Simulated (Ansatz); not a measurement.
# BO+ (triplet): wave-function methods side by side, def2-TZVPP

One table from this session's results is given with a row withheld; the runs are named, their logs left out.

Program: Ansatz 0.2.0, Gaussian basis. Level of theory: def2-TZVPP, core rule «outside noble gas», up to 2 orbitals frozen. These are calculated values, not measurements.

The runs, in order: UHF; ROHF; CCSD(T) on UHF.

2 further runs of the same task are left out: 2 set aside as unsound or not needed.

## The system

The geometry is a PBE0/def2-TZVP stationary point (not a proven minimum) of the parent state, kept for this charge and spin.

2 atoms, charge 1, spin multiplicity 3.

Atoms are counted from 1 here; the program's logs count them from 0.

Bond lengths: B1–O2 1.185 Å.

The first run:

in.yaml reads:

```yaml
crystal:
  periodic: [false, false, false]
  atoms:
    - {symbol: B, position_ang: [0.000000, 0.000000, 0.000000]}
    - {symbol: O, position_ang: [0.000000, 0.000000, 1.185000]}
basis:
  gaussian: {orbitals: def2-TZVPP}
total_charge: 1
magnetization: {spin_polarized: true, initial_magnetization: 2}
hamiltonian: {xc: hf}
output: {orbitals: {seedname: orbitals}}
```

Launch:

```console
$ ansatz run in.yaml --threads 1 --pin off --events-out ev --progress --plain --max-ram 4096MiB --backend cpu
```

Among the steps run: UHF; ROHF; CCSD(T) on UHF.

One table of the session follows, with a row left open; its other results are not shown here.

```
  method  from UCCSD(T) (meV)
    ROHF              +6490.9
     UHF              +6382.8
    UMP2               +632.9
   UCCSD                    ?
UCCSD(T)                    0
```

Q: Estimate the row for UCCSD from the others.

**Answer.** from UCCSD(T) (meV): +200.8. In the column «from UCCSD(T) (meV)» it lies between UCCSD(T) (0) and UMP2 (+632.9).
